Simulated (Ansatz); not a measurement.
I need a single point in a Gaussian basis of C3H6O2, SMILES OCC1CO1. Use Ansatz's Python interface. Level of theory: PBE0, 6-31G* basis, multiplicity 1, D4 dispersion.

`run_energy.py`:
```python
"""Electronic structure of the C3H6O2 molecule."""

import ansatz
import numpy as np
from rdkit import Chem
from rdkit.Chem import AllChem


def main() -> None:
    # a force-field geometry from the SMILES
    rd = Chem.AddHs(Chem.MolFromSmiles("OCC1CO1"))
    AllChem.EmbedMolecule(rd, randomSeed=210)
    AllChem.UFFOptimizeMolecule(rd)
    c3h6o2 = ansatz.Crystal.molecule()
    for atom, xyz in zip(rd.GetAtoms(), rd.GetConformer().GetPositions()):
        c3h6o2 = c3h6o2.atom(atom.GetSymbol(), xyz.round(5).tolist())

    model = c3h6o2.calculation().basis(gaussian="6-31G*").functional("PBE0", dispersion="d4").forces()
    data = model.session().plan(threads=1).execute().report

    print(f"E = {data['free_energy_ev']:.6f} eV = {data['free_energy_ev'] / 27.211386246:.7f} Ha")
    print("converged:", data["converged"], " doubts:", data["published_state_doubts"] or "none")

    state = data["mean_field"]["state"]
    print(f"mean field: {state['energy']['hartree']:.7f} Ha, <S^2> = {abs(state['spin_squared']):.4f}, stability: {state.get('stability', {}).get('kind')}")

    symbols = [site.symbol for site in c3h6o2.cartesian_sites]
    print("forces (eV/A)")
    for symbol, f in zip(symbols, data["forces_ev_ang"]):
        print(f"  {symbol:2s} {f[0]:9.4f} {f[1]:9.4f} {f[2]:9.4f}")

    charges = data["charge_distribution"]
    dipole = np.array(charges["dipole_moment_e_ang"]) * 4.803205
    print("dipole (D): {:.3f} {:.3f} {:.3f}, length {:.3f}".format(*dipole, np.linalg.norm(dipole)))
    print("atom  Mulliken   Lowdin")
    for symbol, m, l in zip(symbols, charges["mulliken_charges_e"], charges["lowdin_charges_e"]):
        print(f"{symbol:4s} {m:9.3f} {l:8.3f}")


if __name__ == "__main__":
    main()
```

Output of `python run_energy.py`:
```text
E = -7292.871574 eV = -268.0080870 Ha
converged: True  doubts: none
mean field: -268.0028261 Ha, <S^2> = 0.0000, stability: minimum
forces (eV/A)
  O    -0.9195    0.5366    0.7765
  C     0.2033    0.3863    1.0542
  C     0.2160   -0.9390   -0.4585
  C     0.0695    0.4179   -0.0061
  O     0.0309    0.5964   -0.6205
  H     0.3605   -0.5316   -1.1372
  H     0.0626    0.5929    0.3584
  H     0.1223    0.0124   -0.2860
  H    -0.3120   -0.7032   -0.1505
  H    -0.2359   -0.9361   -0.1903
  H     0.4023    0.5673    0.6600
dipole (D): 0.394 -0.763 3.090, length 3.207
atom  Mulliken   Lowdin
O       -0.609   -0.293
C       -0.110   -0.180
C        0.038   -0.165
C       -0.172   -0.172
O       -0.421   -0.118
H        0.404    0.299
H        0.191    0.133
H        0.145    0.104
H        0.176    0.133
H        0.180    0.130
H        0.179    0.129
```

What to keep in mind:
- Total energies depend on the basis set; only differences at equal settings carry meaning.
- The geometry is a force-field or estimated start, not a minimum of this method, and the basis set is short of its limit.
- The Löwdin charges here are taken after orthogonalising the functions within each atom; they differ from plain Löwdin charges, and their signs can be unphysical.
- Finished in 4.3 s on 1 thread of Arm Neoverse V1, on a shared host, peak memory 0.26 GiB.
